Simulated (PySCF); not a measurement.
dichloromethane cation (CH2Cl2), SMILES ClCCl (connectivity only; charge and spin as stated), charge +1, multiplicity 2. Atoms are numbered in the order given.

```xyz
5

Cl    -1.4863     0.0000    -0.1990
C      0.0000     0.0000     0.6745
Cl     1.4863     0.0000    -0.1990
H      0.0000    -0.8753     1.3590
H      0.0000     0.8753     1.3590
```
Charge +1, spin multiplicity 2.

Coordinates come from a TPSSh-D3(BJ)/def2-TZVP optimisation. The multiplicity is an assumed one; other spin states were not compared.

Level of theory: PBE0/pcH-1 (PySCF).

Unrestricted Kohn–Sham, ⟨S²⟩ = 0.752. Hyperfine tensors hold the contact and dipolar terms, without spin-orbit corrections.

Problem. Estimate the hyperfine couplings. (Estimate from the structure and the level; the computed values follow.)

Solution. 
```json
[
 {"nucleus": "35Cl no. 1", "A(iso) (MHz)": "10.7", "A(iso) (G)": "3.8", "dipolar principal values (MHz)": "-73.0, -71.3, 144.3"},
 {"nucleus": "13C no. 2", "A(iso) (MHz)": "-37.3", "A(iso) (G)": "-13.3", "dipolar principal values (MHz)": "-14.1, -11.2, 25.3"},
 {"nucleus": "35Cl no. 3", "A(iso) (MHz)": "10.7", "A(iso) (G)": "3.8", "dipolar principal values (MHz)": "-73.0, -71.3, 144.3"},
 {"nucleus": "1H no. 4", "A(iso) (MHz)": "257.5", "A(iso) (G)": "91.9", "dipolar principal values (MHz)": "-10.7, -6.7, 17.3"},
 {"nucleus": "1H no. 5", "A(iso) (MHz)": "257.5", "A(iso) (G)": "91.9", "dipolar principal values (MHz)": "-10.7, -6.7, 17.3"}
]
```
